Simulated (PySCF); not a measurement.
Species: cyclobutylamine, C4H9N.
Z-matrix (Å and degrees, GFN2-xTB geometry), rows numbered from 1:
```
N 
C   1  1.4410
C   2  1.5392  1  115.39
C   3  1.5362  2   89.60  1   134.59
C   4  1.5357  3   89.80  2   -11.69
H   1  1.0151  2  110.40  3   -55.66
H   1  1.0141  2  110.83  3  -175.40
H   2  1.0928  1  107.61  3  -126.10
H   3  1.0868  2  116.09  1  -105.84
H   3  1.0881  2  111.71  1    19.76
H   4  1.0882  3  115.95  2  -130.68
H   4  1.0879  3  112.71  2   102.87
H   5  1.0883  2  116.46  1   110.01
H   5  1.0899  2  112.06  1   -16.32
```

The closed-shell ground state was solved at several levels (PySCF, density fitting, gas phase, non-relativistic).

```tsv
level	basis functions	total energy (Eh)	HOMO (eV)	LUMO (eV)	gap (eV)	dipole (D)
PBE0/pcSseg-1	130	-212.2792	-6.54	1.45	7.99	1.20
PBE0/def2-SVPD	172	-212.1716	-6.66	0.81	7.47	1.18
```

(1) What might B3LYP/pcJ-1 (225 basis functions) give for the same quantities?

(2) Over all these levels, which gives the widest orbital gap and which the narrowest?

(3) How far do the dipole and the HOMO energy spread over the levels?

Answers

(1) Total energy -212.5787 Eh, HOMO -6.27 eV, LUMO 1.16 eV, gap 7.43 eV, dipole 1.19 D.

(2) PBE0/pcSseg-1 (global hybrid, 25 % exact exchange) has the widest, 7.99 eV, and B3LYP/pcJ-1 (global hybrid, 20 % exact exchange) the narrowest, 7.43 eV. Functional and basis both differ between the two, so the spread mixes both effects.

(3) The dipole runs from 1.18 to 1.20 D (mean 1.19 D) and the HOMO from -6.66 to -6.27 eV.

One conformer stands for the species.
